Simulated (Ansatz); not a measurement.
Reaction (SMILES): [CH]=C (CH-CH2) → 2 C atom + 3 H atom
B3LYP-D3(BJ)/def2-TZVP geometries, fixed; electronic energies without zero-point terms.

Core correlation in the atomisation energy at MP2 with Ansatz (a program for electronic structure), in kcal/mol: frozen core against all electrons. Core-valence sets carry the plain set on hydrogen. An unrestricted Hartree-Fock determinant is markedly spin-contaminated. Open shells are unrestricted.

```json
[
 {"basis": "cc-pVDZ", "functions, most": "43", "frozen core": "409.87"},
 {"basis": "cc-pCVDZ", "functions, most": "51", "frozen core": "410.40"},
 {"basis": "cc-pVTZ", "functions, most": "102", "frozen core": "432.16"},
 {"basis": "cc-pCVTZ", "functions, most": "128", "frozen core": "432.15"},
 {"basis": "cc-pwCVTZ", "functions, most": "128", "frozen core": "432.51"},
 {"basis": "cc-pVQZ", "functions, most": "200", "frozen core": "438.36"},
 {"basis": "cc-pwCVQZ", "functions, most": "258", "frozen core": "438.44"},
 {"basis": "cc-pCVQZ", "functions, most": "258", "frozen core": "438.32"}
]
```

Q: How large is the core term in each set?

A: The largest core-valence set, cc-pCVQZ, gives a core term of 1.79 kcal/mol; the valence set cc-pVQZ, which lacks functions for the core, gives 3.93. By row: cc-pVDZ 1.26, cc-pCVDZ 0.99, cc-pVTZ 7.45, cc-pCVTZ 1.53, cc-pwCVTZ 1.72, cc-pVQZ 3.93, cc-pwCVQZ 1.86, cc-pCVQZ 1.79.
